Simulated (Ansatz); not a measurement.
BaZrBe$_{3}$F$_{12}$: short dynamics, then relaxation

A packing of 17 atoms, thrown in at random and pushed apart as soft spheres with like charges further apart (1 Ba, 3 Be, 12 F, 1 Zr) went through Langevin stages in a fixed cell of 14.18 Å³/atom, at one k point, without spin and with a Fermi–Dirac width of kT (0.05 eV at least). All numbers below come from DFT PBE, scalar-relativistic, plane waves, PAW (Ansatz 0.2.0).

```tsv
thermostat (K)	duration (fs)	friction (1/fs)	cutoff (eV)	mean T (K)	mean P (GPa)	mean square displacement (Å²)
1900	36	0.030	320	3943	12.0	0.36
1900	375	0.030	420	2055	6.0	1.47
1370	375	0.030	420	1400	6.8	0.61
760	375	0.030	420	824	4.7	0.50
300	375	0.030	420	284	2.8	0.30
```

Means run over the second half of a stage; pressure includes the kinetic part; displacements count from the stage's start, the atoms' common shift taken off. In so short a run the atoms moved about a bond length or less in the hot stages, so this is an annealed packing, not a quenched equilibrium liquid.

Cell and atoms were then relaxed on coarser meshes and computed once more: Cutoff 420 eV; k points 3×3×3 on the computed 17-atom cell (Γ-centred); Gaussian smearing, width 0.02 eV; no spin polarisation.

Q: What structure is left?

A: One draw of many: 17.36 Å³/atom with a gap on the mesh of 5.78 eV, 3.44 eV/atom below the elements' standard states (static lattices, no corrections for gases) (a random packing after short dynamics, relaxed).

Counting as bonded all pairs within 1.2 times the summed covalent radii, but none from a metal cation to another cation:

```csv
atom → neighbour,mean count,mean length (Å),spread (Å)
Ba → F,6.00,2.64,0.10
Be → F,4.00,1.58,0.06
F → Ba,0.50,2.64,0.10
F → Be,1.00,1.58,0.06
F → Zr,0.58,2.13,0.20
Zr → F,7.00,2.13,0.20
```

Angles between all pairs of such bonds at an atom (mean ± spread): 103 ± 28° at Ba, 109 ± 9° at Be, 126 ± 25° at F, 100 ± 29° at Zr.

```yaml
crystal:
  lattice:
    - [7.34827, -0.16428, 0.68807]
    - [-0.16545, 6.53192, 0.11333]
    - [0.68043, 0.11934, 6.21692]
  atoms:
    - { symbol: Zr, position: [0.72754, 0.86666, 0.91644] }
    - { symbol: F, position: [0.45715, 0.21620, 0.59979] }
    - { symbol: F, position: [0.65618, 0.90136, 0.61206] }
    - { symbol: F, position: [0.43602, 0.80011, 0.98469] }
    - { symbol: F, position: [0.09702, 0.27909, 0.08207] }
    - { symbol: F, position: [0.07174, 0.06410, 0.43427] }
    - { symbol: F, position: [0.63799, 0.64408, 0.17706] }
    - { symbol: F, position: [0.78491, 0.21188, 0.35398] }
    - { symbol: F, position: [0.78576, 0.16141, 0.85676] }
    - { symbol: F, position: [0.92374, 0.92528, 0.11018] }
    - { symbol: F, position: [0.52649, 0.97960, 0.27494] }
    - { symbol: F, position: [0.29240, 0.64909, 0.40002] }
    - { symbol: F, position: [0.89423, 0.66772, 0.77410] }
    - { symbol: Ba, position: [0.13296, 0.36013, 0.67388] }
    - { symbol: Be, position: [0.98061, 0.12160, 0.24398] }
    - { symbol: Be, position: [0.44375, 0.74953, 0.23850] }
    - { symbol: Be, position: [0.60236, 0.09246, 0.46957] }
```

Spin-orbit coupling is left out, which matters for the bands of heavy elements. An odd mesh misses points on the zone edge, so a gap read on it can be too wide.

Cost: 6 runs of about 22 core-minutes in all (earlier runs that led there not counted), on Intel Xeon 6975P-C (Granite Rapids) (shared hosts).